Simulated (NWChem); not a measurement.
Species: chloromethane (CH3Cl); SMILES CCl

All runs: NWChem. Pople sets run with spherical d functions. Geometry: optimised at PBE0/def2-SVP. Level: PBE0/6-31G* with SMD (1 M gas to 1 M solution), gas-phase geometry.

For solvent diethyl ether:

| Quantity | Result |
|---|---|
| cavity-dispersion-structure term (kcal/mol) | -0.8 |
| dipole in solution (D) | 2.42 |

Q: Estimate the same quantities for solvent dimethyl sulfoxide.

A: The cavity-dispersion-structure term (kcal/mol) is 0.5. The dipole in solution (D) is 2.55.
